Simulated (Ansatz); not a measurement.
## Telling isomers of C3HO− apart by their spectra

These gas-phase data were calculated for one isomer of C3HO− at r2SCAN-D4/def2-SVPD (harmonic, unscaled wavenumbers; equilibrium rotational constants with average atomic masses):

| Quantity | Value |
| --- | --- |
| rotational constants | 391.9, 4.327, 4.279 GHz |
| all wavenumbers above 1500 cm⁻¹ | 2784, 2107, 1572 |

Candidates:

(1) `[CH-]=C=C=O`, a singlet
(2) `[C-]#CC=O`, a singlet

Question: Which candidate do the data belong to? Where the bands don't settle it, estimate the moments of inertia from typical bond lengths.

Answer: Candidate (1). The rotational constants decide: (2) would give 80.92, 4.988, 4.698 GHz.

The same quantities for all candidates:

```
     rotational constants (GHz)  wavenumbers above 1500 cm⁻¹  E above the lowest, r2SCAN-D4/def2-SVPD (kcal/mol)
(1)         391.9, 4.327, 4.279             2784, 2107, 1572                                                15.9
(2)         80.92, 4.988, 4.698             2750, 2055, 1655                                                 0.0
```

Harmonic stretches to hydrogen usually lie a few per cent above observed fundamentals. Programs: Ansatz 0.2.0.
